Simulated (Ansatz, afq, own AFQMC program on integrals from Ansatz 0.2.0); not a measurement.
Where AFQMC and coupled cluster stand for SiH₄F, doublet

```xyz
6

Si   -1.0130    0.0000    0.0000
H    -1.5079    1.3997    0.0000
H    -1.5079   -0.6999    1.2122
H    -1.5079   -0.6999   -1.2122
H     0.6140    0.0000    0.0000
F     1.7050    0.0000    0.0000
```

Connectivity, by distances: SiH3 ··· F, 1 bridging H.

Basis cc-pVTZ. Noble-gas cores (and the filled d shells of Ga–Kr and In–Xe) are frozen. Integrals, coupled cluster, full CI and functionals: Ansatz 0.2.0; the random walks run on the same integrals in our own AFQMC program. ph-AFQMC/CISD is guided by a CISD state made of CCSD amplitudes; releasing the constraint for a short imaginary time cuts its bias at the price of noise, slowly where states lie close. ± is one standard error of the sampling.

Determinant: UHF, the one that the program's search chose, which needn't be the lowest solution. The geometry is a point of a scan.

No full CI on the walks' own integrals is used here. The released AFQMC energy serves as the reference, which it does only where one determinant dominates, the energy is flat over the last release times and near the phaseless one (40 meV or 2 meV an electron, half that with transition metals). On small molecules, where full CI could be run and the noise was under 10 meV, such values lay within 10 meV of it in 19 cases of 20, a flattering rate, since the rule was set on those same cases; what remains of the bias isn't in the error bar.

Cautions: the released value is read at 0.99 1/Eh, later times being too noisy (meV from the phaseless value at times in 1/Eh: -19 ± 7 at 0.24, -23 ± 7 at 0.51, -25 ± 6 at 0.99, -30 ± 17 at 1.50).

- T1 diagnostic: 0.0158
- weight of the determinant in the CISD state: 0.872
- ⟨S²⟩ of the determinant: 0.770
- size of the correlated space: 15 electrons in 114 orbitals

Reference: AFQMC with the constraint released, correlation energy -12.051 ± 0.006 eV.

```tsv
level	E − E(reference) (meV)	share of correlation (%)
HF	12050.6 ± 6.4	0.00
MP2	1159.3 ± 6.4	90.38
CCSD	372.3 ± 6.4	96.91
CCSD(T)	46.3 ± 6.4	99.62
ph-AFQMC/CISD	24.8 ± 8.9	99.79
```

A walk keeps the symmetry of its determinant, which the program's search chose and which needn't be the lowest solution, so a lower state of the same spin and another symmetry isn't excluded. Released energies are given only where the last usable release times agree within the noise; a slower fall can still hide under it.
